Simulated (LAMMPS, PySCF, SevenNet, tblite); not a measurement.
Lattice constant a of rock-salt LiCl: levels of theory against measurement

Reference value: 5.07 Å (measured, static lattice: zero-point anharmonic expansion removed, sources range from 5.056 to 5.072; as tabulated in Mejia-Rodriguez and Trickey (2018), arXiv:1807.09216).

```csv
level (code),value (Å),error (%)
"ionic model catlow1977 (shell model, LAMMPS)",5.049,-0.41
GFN1-xTB (tblite),4.903,-3.29
GFN2-xTB (tblite),5.077,+0.14
IPEA1-xTB (tblite),4.724,-6.82
SevenNet-l3i5 (SevenNet),5.158,+1.74
PBE (PySCF),5.157 ± 0.02,+1.72
Hartree–Fock (PySCF),5.248 ± 0.02,+3.51
MP2 (PySCF),5.012 ± 0.02,-1.14
```

Leaving aside ionic model catlow1977, IPEA1-xTB, which can be fitted to such values or carry a doubt: Of these levels GFN2-xTB (+0.14 %) comes nearest. Hartree–Fock (+3.51 %) lies farthest from it. Of these only GFN2-xTB lands within 0.5 %.

A ± on a computed value is a rough bar: the spread of its extrapolation, a floor set from checks against published values, or a statistical error. GFN1-xTB, GFN2-xTB: the method was fitted mainly to molecules. GFN1-xTB, GFN2-xTB, IPEA1-xTB: the run uses a supercell at the zone centre in place of a k mesh. IPEA1-xTB: the cell moved over 20 % in volume from its start. IPEA1-xTB: this parameter set was refitted to ionisation energies, not structures.

Empirical potentials (ionic model catlow1977) are fitted to chosen data, which need not cover the solid at hand: agreement can be built in, and what lay outside the fit can be far off. Machine-learned potentials (SevenNet-l3i5) are trained on DFT data, which may include these solids.

Differences are worked out from the printed values.
